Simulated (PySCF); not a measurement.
**HCN: from structure and modes to constants**

Method: PBE0/[C def2-TZVP, N def2-TZVP, H def2-TZVP], no relativity, density fitting, PySCF.

The singlet minimum has C∞v symmetry. Masses (u): C 12.00000, N 14.00307, H 1.00782.

```xyz
3
charge 0 multiplicity 1, angstrom
C     0.0000    0.0000    0.5540
N     0.0000    0.0000   -0.5916
H     0.0000    0.0000    1.6227
```

Harmonic wavenumbers (cm⁻¹): 776.3 (π, ×2), 2223.9 (σ+, ×1), 3458.5 (σ+, ×1).

(1) Find the principal moments of inertia and the rotational constants. What kind of rotor is it?

(2) What is the harmonic zero-point energy?

(3) Find the vibrational entropy and heat capacity at 298.15 K.

(4) Give the standard entropy (298.15 K, 1 bar) by its translational, rotational, vibrational and spin parts, and Cp.

## Answers

(1) About the centre of mass I = 11.238 u Å². With B = 16.8576/I this gives 1.5 cm⁻¹. The molecule is linear.

(2) Half the sum of all 4 wavenumbers, 7235/2 = 3617 cm⁻¹, which is 43.3 kJ/mol (1 cm⁻¹ = 0.0119627 kJ/mol).

(3) With u = 1.43878 ω/T, each mode gives S = R[u/(eᵘ−1) − ln(1−e⁻ᵘ)] and C = R u² eᵘ/(eᵘ−1)².
```json
{"ω (cm⁻¹)": "776.3 (×2)", "u": "3.746", "S (J/(mol K))": "0.95", "C (J/(mol K))": "2.89"}
{"ω (cm⁻¹)": "2223.9", "u": "10.732", "S (J/(mol K))": "0.00", "C (J/(mol K))": "0.02"}
{"ω (cm⁻¹)": "3458.5", "u": "16.690", "S (J/(mol K))": "0.00", "C (J/(mol K))": "0.00"}
```
The sums over all modes are S = 1.9 and C = 5.8 J/(mol K); the softest mode gives 50 % of the entropy (each member, where degenerate).

(4) Sackur–Tetrode with M = 27.01 u gives 150.0; rotation with symmetry number 1 gives 49.3; vibration 1.9; spin R ln 1 = 0.0. The total is 201.2 J/(mol K), and Cp = 7/2 R + 5.8 = 34.9 J/(mol K).

This need not be the most stable arrangement of these atoms.
